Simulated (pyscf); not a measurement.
Optimised with ωB97X-D3(BJ)/def2-SVP in PySCF.

Problem. Estimate the classical barrier height and the reaction energy of Cl–GaH–Cl (SMILES [Cl][GaH][Cl]) + H₂ (SMILES [H][H]) → HCl (SMILES Cl) + Cl–GaH₂ (SMILES [Cl][GaH2]) at ωB97M-D3(BJ)/def2-TZVP. The step runs on the singlet surface, breaks Cl–Ga, H–H and forms Cl–H, Ga–H; take the separated reactants as zero.

Solution. ΔE‡ = 31.8 kcal/mol, ΔE = +23.3 kcal/mol. Zero-point energy shifts the barrier by +1.9 kcal/mol. It is a four-centre exchange, with an imaginary mode of 1097i cm⁻¹. On the product side the descent ends in an adduct with a Cl–Ga contact, 8.9 kcal/mol under the separated species and 14.5 kcal/mol under the saddle at ωB97X-D3(BJ)/def2-TZVP. What is counted as broken (Cl–Ga) persists as a longer contact in the product adduct; parting that adduct is a step of its own. This is the saddle that the search found; another between the same sides may lie lower. Elements up to Kr have no core potential and no relativistic terms here.
